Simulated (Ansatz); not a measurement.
in.yaml

```yaml
crystal:
  periodic: [false, false, false]
  atoms:
    - {symbol: Ge, position_ang: [0.000000, -0.595542, 1.227145]}
    - {symbol: O, position_ang: [0.000000, -0.225146, -3.196375]}
    - {symbol: H, position_ang: [0.000000, 0.820688, 1.969230]}
basis:
  gaussian: {orbitals: cc-pVDZ}
magnetization: {spin_polarized: true, initial_magnetization: 1}
hamiltonian: {xc: {name: r2SCAN}}
```

```sh
$ ansatz run in.yaml --threads 1 --pin off --events-out ev --progress --plain --max-ram 2393MiB
```

Q: Roughly how long does this take on 1 thread of Arm Neoverse V2, shared host, and how much host memory?

A: 71 s wall and 0.13 GiB.

```
568 factors; their error is unknown
mean field evaluation 1: about -58532.1065 eV, gradient 6.3e1 eV
mean field evaluation 2: about -58074.2029 eV, gradient 8.3e1 eV
mean field evaluation 4: about -58535.6204 eV, gradient 4.8e1 eV
mean field evaluation 8: about -58535.6245 eV, gradient 4.8e1 eV
mean field evaluation 16: about -58572.3196 eV, gradient 5.0e-1 eV
mean field evaluation 32: about -58572.3317 eV, gradient 6.7e-6 eV
mean field evaluation 64: about -58571.5168 eV, gradient 4.6e0 eV
mean field evaluation 96: about -58572.9157 eV, gradient 5.8e-6 eV
mean field evaluation 128: about -58572.8733 eV, gradient 8.5e-2 eV
mean field evaluation 160: about -58572.8901 eV, gradient 5.4e-2 eV
mean field evaluation 192: about -58572.8747 eV, gradient 1.6e-1 eV
mean field evaluation 224: about -58572.8550 eV, gradient 4.3e0 eV
mean field evaluation 256: about -58572.8347 eV, gradient 8.1e-2 eV
mean field -58572.91810415 eV, -2152.5150381777 hartree, gradient 6.2e-7 eV, S^2 1.669019; 17 other end points of the search recorded, 0 dependent functions left out
reference -58572.91811334 eV, -2152.5150385154 hartree; 21, 20 occupied and 25, 26 virtual orbitals, 568 factors
Total energy: -58572.91811334 eV, -2152.5150385154 hartree
```
